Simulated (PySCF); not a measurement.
Compound: C4H3NO.
Atom-mapped SMILES: `[CH2:1]=[CH:2][C:3](=[O:4])[C:5]#[N:6]` (hydrogens: H7, H8 on C1; H9 on C2)

All values: wB97X-D/pcSseg-2 (PySCF, non-relativistic), on one gas-phase PBE0-D3(BJ)/def2-TZVP geometry that isn't relaxed in the solvent. The solvent is an IEF-PCM continuum (van der Waals radii × 1.2). The model holds no explicit solvent molecules, cavitation or dispersion.

Gas phase at wB97X-D/pcSseg-2: HOMO -10.79 eV, LUMO -1.45 eV, dipole 4.29 D.

What does the continuum do to the energy, the frontier levels and the dipole at wB97X-D/pcSseg-2 in chloroform?

```
   solvent      ε  E(solvent) − E(gas) (kJ/mol)  polarisation term (kJ/mol)  distortion of the solute (kJ/mol)  HOMO (eV)  LUMO (eV)  dipole (D)
chloroform  4.711                        -19.52                      -22.32                               2.80     -10.64      -1.30        5.12
```

The first energy column is the sum of the next two and covers electrostatics alone.

Which radius a makes the point-dipole formula ΔE = −[(ε − 1)/(2ε + 1)]·μ²/a³ give the value in chloroform, with the gas-phase dipole?

μ = 1.687 au and |ΔE| = 0.00743 Eh give a = 2.72 Å; the farthest nucleus lies 3.16 Å from the centroid of the nuclei, so such a sphere wouldn't even hold the nuclei. The formula assumes a rigid point dipole at the centre of a sphere.

Conformer computed: `[CH2:1]=[CH:2][C:3](=[O:4])[C:5]#[N:6]`: C1–C2–C3–O4 -1°.

The pairwise dispersion term of wB97X-D wasn't added to the energies; at a given geometry it leaves orbitals and properties as they are.
